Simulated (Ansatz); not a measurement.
hcp Hf, treated with revPBE (plane waves, PAW; Ansatz, a first-principles code).

Numerical settings: plane-wave cutoff 520 eV, 24×24×14 k mesh (along the axes of the cell as run), Fermi–Dirac smearing 0.037 eV (set by the program), scalar-relativistic PAW data made under PBE.

Computed at the level's own relaxed cell.

Hill averages of the elastic tensor: K = 103.0 GPa, G = 55.8 GPa. Volume 22.972 Å³/atom, mean atomic mass 178.490 u.

Work out the density, the sound velocities of a polycrystal and the elastic Debye temperature, and Pugh's ratio at this level.

ρ = 1.66054 × 178.490/22.972 = 12.902 g/cm³. v_l = √[(K + 4G/3)/ρ] = 3.708 km/s and v_t = √(G/ρ) = 2.080 km/s. The mean follows from 3/v_m³ = 1/v_l³ + 2/v_t³: v_m = 2.315 km/s. Θ_D = (ħ/k_B) v_m (6π²/V)^(1/3) = 76.38 K Å s/km × 2.315 × 1.3711 Å⁻¹ = 242 K, counting all atoms of the cell. K/G = 1.85, to be set beside Pugh's rough bound of 1.75 between brittle and ductile metals.
